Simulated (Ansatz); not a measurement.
Born–Oppenheimer molecular dynamics of AlClFH (4 atoms, charge 0, multiplicity 1). It starts at the highest image of a converged band, a first-order saddle point between two minima.

Theory: RKS PBE-D4/def2-SVP in Ansatz.

```yaml
ensemble: NVE (velocity Verlet)
time_step: 0.5 fs
steps_asked: 200
starting_velocities_drawn_for: 100 K
seed: 10459
```

First frame:

```xyz
4
Properties=species:S:1:pos:R:3
Al 0.017 0.510 -0.404
F 0.529 -1.092 0.476
H 1.313 -0.639 -0.386
Cl -1.859 1.221 0.314
```

(1) How far do the bonds stretch over the last three quarters of this one trajectory? (Pairs bonded in most of those frames.)

Answers

(1) 
```json
{"bond": "Al1–Cl4", "mean (Å)": "2.183", "spread (Å)": "0.061", "shortest": "2.09", "longest": "2.26"}
{"bond": "F2–H3", "mean (Å)": "0.938", "spread (Å)": "0.011", "shortest": "0.92", "longest": "0.96"}
```

Mean temperature of the second half: 1452 K. The conserved energy stayed within 0.037 meV per atom of its start (net change -0.011 meV per atom), so the integration is sound. The system heated up, since it started high on the potential surface and ran downhill. A run of 0.1 ps of so small a system gives no equilibrium averages. The orbitals stay closed-shell, which can raise the energy where a bond breaks towards radicals; this wasn't checked here.

Run time: 2.7 min on 1 thread of Arm Neoverse V2, on a shared host, peak memory 0.097 GiB.
